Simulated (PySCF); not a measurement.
# SiH3Cl (SMILES [H][Si]([H])([H])Cl): levels of theory compared

We compute a comparison of 6 runs (PBE/STO-3G, SVWN5/STO-3G, UPBE0/STO-3G, r2SCAN/STO-3G, wB97X-V/STO-3G, UCCSD(T)/STO-3G) of SiH3Cl. 

The calculation is run with PySCF 2.14.0.

2 further runs of the same task are left out: 2 set aside as unsound or not needed.

### 1 The system as given

SiH3Cl has 5 atoms, charge 0, and is taken as a singlet. SMILES: `[H][Si]([H])([H])Cl`. The Si1–H4 distance was set to 2.187 Å, away from the relaxed value. At this shape a bond of the SMILES string is far longer than usual.

Bond lengths: Si1–Cl2 2.010 Å, Si1–H3 1.458 Å, Si1–H5 1.458 Å. Angles: Cl2–Si1–H3 108.3°, Cl2–Si1–H5 108.0°, H3–Si1–H5 110.8°. A long bond or contact: Si1–H4 2.187 Å.

### 2 A single-point energy at PBE/STO-3G (run 1)

The input, run.py:

```python
from pyscf import gto, dft

mol = gto.M(
    atom='''
Si     0.662944    -1.131850     0.168428
Cl     0.682597    -1.174898     3.966853
H      3.274621    -1.114332    -0.711240
H     -1.324226     2.274663    -1.070492
H     -0.646334    -3.395666    -0.701659
''',
    unit='bohr',
    spin=0,
    basis='sto-3g',
    max_memory=1860,
    verbose=3,
)

mf = dft.RKS(mol, xc='pbe')
mf.grids.level = 5
mf.conv_tol = 1e-10
mf.kernel()
if not mf.converged:
    mf = mf.newton().run(mf.mo_coeff, mf.mo_occ)

energy = mf.e_tot
print('E = %.10f Eh' % energy)
```

Started as:

```sh
$ OMP_NUM_THREADS=1 python run.py
```

The log of the run:

```text
converged SCF energy = -742.680866294901
E = -742.6808662949 Eh
```

Run time: 4.2 s. Hardware: 1 thread of Intel Xeon Platinum 8259CL at 2.50GHz (Skylake/Cascade Lake), shared host; peak memory 0.21 GiB.

### 3 The energy at SVWN5/STO-3G (run 2)

The input, calc.py:

```python
from pyscf import gto, dft

mol = gto.M(
    atom='''
Si     0.662944    -1.131850     0.168428
Cl     0.682597    -1.174898     3.966853
H      3.274621    -1.114332    -0.711240
H     -1.324226     2.274663    -1.070492
H     -0.646334    -3.395666    -0.701659
''',
    unit='bohr',
    max_memory=1860,
    verbose=3,
    spin=0,
    basis='sto-3g',
)

mf = dft.RKS(mol)
mf.xc = 'svwn'
mf.grids.level = 5
mf.conv_tol = 1e-10
mf.kernel()
if not mf.converged:
    mf = mf.newton().run(mf.mo_coeff, mf.mo_occ)

e_final = mf.e_tot
print('E(%s) = %.9f' % ('SVWN5', e_final))
```

Started as:

```sh
$ OMP_NUM_THREADS=1 python calc.py
```

The log of the run:

```text
converged SCF energy = -740.300151488391
E(SVWN5) = -740.300151488
```

It took 2.5 s on 1 thread of Intel Xeon Platinum 8259CL at 2.50GHz (Skylake/Cascade Lake), shared host; peak memory 0.14 GiB.

Runs 3 to 5 aren't shown in full; the table further down has their settings and results.

### 4 A single-point energy at UCCSD(T)/STO-3G (run 6)

The input, geometry.xyz:

```xyz
5
ClH3Si
Si     0.350815    -0.598949     0.089128
Cl     0.361215    -0.621729     2.099168
H      1.732855    -0.589679    -0.376372
H     -0.700750     1.203700    -0.566480
H     -0.342025    -1.796909    -0.371302
```

The input, input.py:

```python
from pyscf import gto, scf, cc

mol = gto.M(
    atom='geometry.xyz',
    basis='sto-3g',
    verbose=4,
    max_memory=1860,
    charge=0,
)

calc0 = scf.UHF(mol)
calc0.conv_tol = 1e-10
calc0.kernel()
if not calc0.converged:
    calc0 = calc0.newton().run(calc0.mo_coeff, calc0.mo_occ)
for _ in range(3):
    mo, _, stable, _ = calc0.stability(return_status=True)
    if stable:
        break
    calc0.kernel(calc0.make_rdm1(mo, calc0.mo_occ))

mycc = cc.CCSD(calc0, frozen=10)
mycc.kernel()
e_t = mycc.ccsd_t()
e_final = mycc.e_tot + e_t
print('Final energy', e_final)
```

Started as:

```sh
$ OMP_NUM_THREADS=1 python input.py
```

The log of the run:

```text
PySCF version 2.14.0

[... 89 lines left out ...]
converged SCF energy = -741.829056978199  <S^2> = 5.3645977e-13  2S+1 = 1
[... 68 lines left out ...]
converged SCF energy = -741.845851996323  <S^2> = 0.5210313  2S+1 = 1.7561678
[... 14 lines left out ...]
Init t2, MP2 energy = -0.0397451642218106
[... 16 lines left out ...]
UCCSD converged
[... 2 lines left out ...]
Final energy -741.9335502289123
```

Wall time 1.3 s (1 thread of Intel Xeon Platinum 8259CL at 2.50GHz (Skylake/Cascade Lake), shared host); peak memory 0.12 GiB.

### 5 All runs side by side

```csv
run,level,follow instability,nlc grid,energy (Eh),dipole moment (D) of the reference,HOMO energy (eV),LUMO energy (eV),wall time
1,PBE/STO-3G,–,–,-742.680866,2.10,-4.58,0.59,4.2 s
2,SVWN5/STO-3G,–,–,-740.300151,2.21,-4.42,0.79,2.5 s
3,UPBE0/STO-3G,yes,–,-742.791412,2.29,-5.77,1.56,18 s
4,r2SCAN/STO-3G,–,–,-743.019718,2.16,-4.88,0.69,5.1 s
5,wB97X-V/STO-3G,–,1,-742.952121,2.39,-8.10,3.81,24 s
6,UCCSD(T)/STO-3G,yes,–,-741.933550,2.73,-7.88,5.77,1.3 s
```

### 6 What came out

| quantity | value |
| --- | --- |
| run 6: total energy | -741.93355 Eh |
| run 6: dipole moment (Hartree–Fock density) | 2.73 D |
| run 6: HOMO energy (Hartree–Fock orbitals) | -7.88 eV |
| run 6: LUMO energy (Hartree–Fock orbitals) | 5.77 eV |
| run 6: HOMO–LUMO gap (Hartree–Fock orbitals) | 13.65 eV |
| run 6: correlation energy (10 core orbitals frozen) | -87.7 mEh |
| run 6: (T) correction | -1.48 mEh |
| run 6: ⟨S²⟩ of the reference determinant | 0.521 |
| run 6: T1 diagnostic | 0.072 |

What this shows: Over runs 1, 2, 3, 4, 5 the dipole moment (its size) runs from 2.10 D (PBE/STO-3G) to 2.39 D (wB97X-V/STO-3G). Over runs 1, 2, 3, 4, 5 the HOMO–LUMO gap runs from 5.17 eV (PBE/STO-3G) to 11.91 eV (wB97X-V/STO-3G). Totals of different functionals can't be ranked against each other. In runs 1, 2, 3, 4, 5, 6 the basis is minimal, so the values are rough. Spin contamination of the reference: run 6 ⟨S²⟩ = 0.52. All runs together took 56 s, the longest 24 s.
